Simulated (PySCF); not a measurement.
# C5H6: core ionisation energies

Compound: C5H6.
Bonds: C1–C2 (double), C2–C3, C3–C4 (triple), C4–C5. Hydrogens: H6, H7 on C1; H8 on C2; H9, H10, H11 on C5.

Method used: delta-SCF UKS SCAN, pcX-2 on the ionised atom, pcseg-1 elsewhere, spin-free X2C (PySCF). Binding energies are ΔSCF values: E(core-ionised, relaxed orbitals) − E(ground state) at a fixed geometry, referred to the vacuum level.

Problem. List the computed XPS lines with their assignment.

Solution. 
```tsv
atom(s)	bonded to	level	binding energy (eV)	above the level's lowest (eV)	count
C5	C and 3 H	C 1s	291.47	+1.56	1
C2	C (double bond), C and H	C 1s	291.01	+1.10	1
C3	C (triple bond) and C	C 1s	289.97	+0.06	1
C4	C (triple bond) and C	C 1s	289.96	+0.05	1
C1	C (double bond) and 2 H	C 1s	289.91	0.00	1
```

The listed C 1s values span 1.56 eV, from C1 (bonded to C (double bond) and 2 H) to C5 (bonded to C and 3 H). The widest gap between neighbouring values is 1.04 eV, between 289.97 and 291.01 eV. Summing the Pauling electronegativity differences to the bonded atoms, each weighted by its formal bond order, gives -0.70 for the lowest site and -1.05 for the highest; the largest sum, 0.00, belongs to C3, 1.50 eV below the top. The smallest sum, -1.05, belongs to C5, 1.56 eV above the lowest. The values 289.96 and 289.97 eV lie too close for their order to be trusted.

Problem. Give the binding energy of C 1s of C1 in hartree and in kJ/mol.

Solution. 289.91 eV = 10.6540 Eh = 27972 kJ/mol.

The unrestricted hole states depart most from a pure doublet (⟨S²⟩ = 0.75; over 0.85 named) for C 1s of C2 (0.90), C 1s of C3 (0.87) and C 1s of C4 (0.86), which makes these values less certain. Isolated species at its GFN2-xTB geometry, gas phase.

The run took 18 s of wall time on x86-64 server, one thread (shared host).
